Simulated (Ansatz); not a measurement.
# CH5BN: the cost of one run

Method: UKS PBE0-D4/6-31G*, in Ansatz 0.2.0.

### 1 The structure to begin with

Bond lengths: C1–B2 1.615 Å, B2–N3 1.306 Å, C1–H4 1.084 Å, C1–H5 1.086 Å, C1–H6 1.086 Å, B2–H7 1.189 Å, N3–H8 0.994 Å. Angles: C1–B2–N3 125.5°, C1–B2–H7 113.2°, N3–B2–H7 121.3°, B2–C1–H4 110.4°, B2–C1–H5 110.2°, B2–C1–H6 110.0°, H4–C1–H5 109.0°, H4–C1–H6 109.0°, H5–C1–H6 108.1°, B2–N3–H8 152.8°.

As a file:

```xyz
8

C    -0.5870    0.7891   -0.3435
B     0.5289   -0.2358    0.2155
N     0.3538   -1.5159    0.4075
H    -1.5059    0.2608   -0.5705
H    -0.2291    1.2794   -1.2438
H    -0.7935    1.5544    0.3990
H     1.5694    0.2874    0.4528
H     0.6636   -2.4194    0.6830
```

### 2 End point A

input.yaml reads:

```yaml
crystal:
  periodic: [false, false, false]
  atoms:
    - { symbol: C, position_ang: [-0.58704, 0.78912, -0.34347] }
    - { symbol: B, position_ang: [0.52886, -0.23579, 0.2155] }
    - { symbol: "N", position_ang: [0.35379, -1.51592, 0.40753] }
    - { symbol: H, position_ang: [-1.50592, 0.26078, -0.57046] }
    - { symbol: H, position_ang: [-0.22914, 1.2794, -1.24381] }
    - { symbol: H, position_ang: [-0.79355, 1.55441, 0.39896] }
    - { symbol: H, position_ang: [1.56943, 0.28738, 0.45279] }
    - { symbol: H, position_ang: [0.66357, -2.41938, 0.68296] }
magnetization:
  spin_polarized: true
  initial_magnetization: 1
basis:
  gaussian: { orbitals: "6-31G*" }
hamiltonian:
  xc: pbe0
  dispersion: d4
relax:
  f_tol: 0.02
  max_steps: 50
```

Launch:

```console
> ansatz run input.yaml --threads 1 --pin off --max-ram 2048MiB --backend cpu --events-out ev --progress --plain --runs-dir out
```

Q: Estimate wall time and peak memory on 1 thread of Arm Neoverse V2, shared host.

About 16 s, with a peak of 0.15 GiB.
